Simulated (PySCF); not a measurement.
**Molecular orbitals of AlN**

B2PLYP at R = 1.957 Å; basis Al jorge-DZP-DKH, N jorge-DZP-DKH; spin-free X2C with a Gaussian nucleus; PySCF 2.14. State: ³Σ⁻ (triplet), unpaired electrons π ↑↑. Only the outer orbitals are listed, counted within each symmetry.

| spin | orbital | occ. | ε (eV) | on Al (%) | main shells (%) |
| --- | --- | --- | --- | --- | --- |
| α | 5σ | 1 | -24.25 | 7 | 92 N s |
| α | 6σ | 1 | -11.00 | 41 | 54 N p, 38 Al s |
| α | 2π | 1 | -10.41 | 7 | 93 N p |
| α | 2π | 1 | -10.41 | 7 | 93 N p |
| α | 7σ | 1 | -7.27 | 73 | 54 Al s, 27 N p, 18 Al p |
| α | 3π | 0 | -0.49 | 97 | 96 Al p |
| α | 3π | 0 | -0.49 | 97 | 96 Al p |
| α | 8σ | 0 | 1.75 | 102 | 90 Al p |
| β | 5σ | 1 | -19.58 | 15 | 84 N s |
| β | 6σ | 1 | -10.01 | 52 | 50 Al s, 40 N p, 8 N s |
| β | 7σ | 1 | -6.76 | 61 | 38 N p, 37 Al s, 23 Al p |
| β | 2π | 0 | -1.68 | 72 | 71 Al p, 28 N p |
| β | 2π | 0 | -1.68 | 72 | 71 Al p, 28 N p |
| β | 3π | 0 | 1.41 | 36 | 64 N p, 30 Al p |

Question: Which are the highest filled and the lowest empty level, where do they sit, and how wide is the gap?

Answer: Highest filled β 7σ at -6.76 eV (in %: 38 N p, 37 Al s, 23 Al p); lowest empty β 2π at -1.68 eV (in %: 71 Al p, 28 N p); the gap at B2PLYP is 5.08 eV.

- bond order (Mayer): 0.96
- ⟨S²⟩: 2.009
- charge on Al (Mulliken, basis-dependent): 0.37
- charge on Al (Löwdin, basis-dependent): 0.19
- dipole moment (positive dipole means Al(−)N(+)): -1.66 D

Shares are Mulliken populations and can fall outside 0 to 100 %.

Correlated steps freeze 6 core orbitals. B2PLYP dipoles, levels and charges come from its SCF part alone. The state is the lowest determinant that a PBE0 search found; another state may lie lower at other levels.
